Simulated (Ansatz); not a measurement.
Energy profile

The step: CH₆Si ([CH3][SiH3]) + HF → SiH₃F ([F][SiH3]) + CH₄; bonds formed: Si1–F7, C2–H6; bonds broken: Si1–C2, H6–F7 (atoms numbered as in the saddle structure below).

```xyz
10
angstrom
Si -0.2411 -0.7908 -0.6176
C -0.0583 0.9135 0.6327
H -0.2993 -2.1231 0.0222
H 0.1919 -0.6721 -2.0269
H -1.6909 -0.4100 -0.6954
H 0.9671 0.1444 0.3343
F 1.6497 -0.7471 -0.1332
H -0.4609 1.6413 -0.0695
H -0.8061 0.6235 1.3685
H 0.7480 1.4205 1.1851
```

Electronic energies by CCSD(T) at an estimated basis limit (MP2 extrapolated from triple and quadruple zeta, plus CCSD(T) − MP2 in triple zeta), on PBE0-D4/def2-TZVP structures; CH7FSi, singlet; no counterpoise correction. Program: Ansatz 0.2.0. Basis: def2-TZVPP and def2-QZVPP. Cores are frozen in the correlated methods. Extrapolation: Hartree–Fock as exp(−7.88 √X), correlation as X^−2.97.

Q: Give the profile in eV, counted from the separated reactants. (An estimate is asked for; the value comes from the calculation.)

A: By the calculation:
```
                                                                                                     point      eV
separated: CH6Si (linked as [CH3][SiH3]; Si1, C2, H3, H4, H5, H8, H9, H10; singlet) + HF (H6, F7; singlet)   0.000
                                                                                           start structure  -0.094
                                                                                                    saddle   1.682
                                                                                             end structure  -1.409
 separated: SiH3F (linked as [F][SiH3]; Si1, H3, H4, H5, F7; singlet) + CH4 (C2, H6, H8, H9, H10; singlet)  -1.378
```

No T1 diagnostic of these runs exceeds 0.012. The end structure is not quite a true minimum (one mode of 28i cm⁻¹).

For scale, one of the runs: CCSD(T)/def2-TZVPP, 202 basis functions (an equivalent command: `ansatz run in.yaml --threads 2`). Hardware: 2 CPU threads, shared host. Wall time 64 s; peak host memory 2.5 GiB.
